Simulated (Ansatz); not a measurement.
## Boltzmann transport of Ti$_{2}$C at constant τ

Computed with DFT LDA, scalar-relativistic, plane waves, PAW (Ansatz 0.2.0). Plane waves to 420 eV; Γ-centred k mesh 8×8×8; Fermi-Dirac smearing of 0.15 eV. No spin polarisation.

Relaxed structure:
```xyz
12
Lattice="0.0000 4.2357 4.2357 4.2357 0.0000 4.2357 4.2357 4.2357 0.0000" Properties=species:S:1:pos:R:3 pbc="T T T"
Ti    3.2210    5.2503    5.2503
Ti    3.2210    3.2210    3.2210
Ti    5.2503    5.2503    3.2210
Ti    5.3389    7.3682    5.3389
Ti    7.3682    7.3682    7.3682
Ti    7.3682    5.3389    5.3389
Ti    5.3389    5.3389    7.3682
Ti    5.2503    3.2210    5.2503
C     5.2946    5.2946    5.2946
C     5.2946    3.1768    3.1768
C     3.1768    3.1768    5.2946
C     3.1768    5.2946    3.1768
```

In a metal these results depend on the k mesh and the smearing.

Constant relaxation time and rigid bands. The levels are interpolated over the whole zone and filled by a Fermi function at the stated temperature, with the chemical potential set by the electron count. Seebeck coefficients of a few μV/K are small differences and uncertain even in sign.

(1) Give the Drude plasma energies, the density of states at the chemical potential and σ/τ at 300 K.

(2) And the Seebeck coefficient (μV/K)?

Answers

(1)
* Plasma energy xx, yy, zz: 2.83, 2.83, 2.83 eV
* Density of states (thermally broadened): 4.04 states/eV/cell
* Conductivity over τ, xx, yy, zz: 1.6, 1.6, 1.6 ×10²⁰ (Ω·m·s)⁻¹

(2)
```tsv
T (K)	Sxx	Syy	Szz
300	5.3	5.3	5.3
600	12.5	12.5	12.5
900	16.6	16.6	16.6
```

Whether Ti2C exists in this form wasn't checked.

Cost: 1 run of about 51 core-minutes, on Oxide Virtual Turin-like Processor (Zen 5) (shared hosts).